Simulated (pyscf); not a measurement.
F–SiH(F)–F + HF -> F–Si(F)(F)–F + H₂ (four-centre exchange; singlet surface; H–Si, F–H broken, F–Si, H–H formed). Optimised with ωB97X-D3(BJ)/def2-SVP in PySCF. Rate constants from transition-state theory, ωB97M-D3(BJ)/def2-TZVP energies (ideal gas, 1 atm, RRHO with modes under 100 cm⁻¹ raised to 100, one conformer, R ln 2 for chiral ones without a mode under 150 cm⁻¹; no tunnelling), k in cm³ molecule⁻¹ s⁻¹.

```
T (K)  1000/T  log10 k
-----  ------  -------
298     3.354   -34.55
600     1.667        ?
900     1.111   -19.69
1200    0.833   -17.70
```

### Question
Fit an Arrhenius line to the three values, give the activation energy, and predict k at 600 K.

### Answer
Least squares gives log10 k = -12.21 − 6.66 × 1000/T, so Ea = 6.66 × ln 10 × 1.987 = 30.5 kcal/mol, against an electronic barrier of 30.0. At 600 K the line gives -23.31; the computed value is -23.48 (ΔG‡ = 48.0 kcal/mol), a factor 1.5 under the line, since the plot is curved. This is the saddle that the search found; another between the same sides may lie lower.
